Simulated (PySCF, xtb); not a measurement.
HS, SMILES [SH] (connectivity only; charge and spin as stated), charge -1, multiplicity 1.

GFN2-xTB (xtb 6.7.1) at its own geometry gives an orbital gap of 5.17 eV.

The structure is a stationary point at B3LYP-D3(BJ)/def2-TZVPD. The spin state was assumed, not searched.

Question: What does PySCF with PBE0/def2-TZVPD give? (The exact figures need the calculation; the answer reports its results.)

Answer: gap 4.78 eV (levels -0.10 and 4.67 eV).
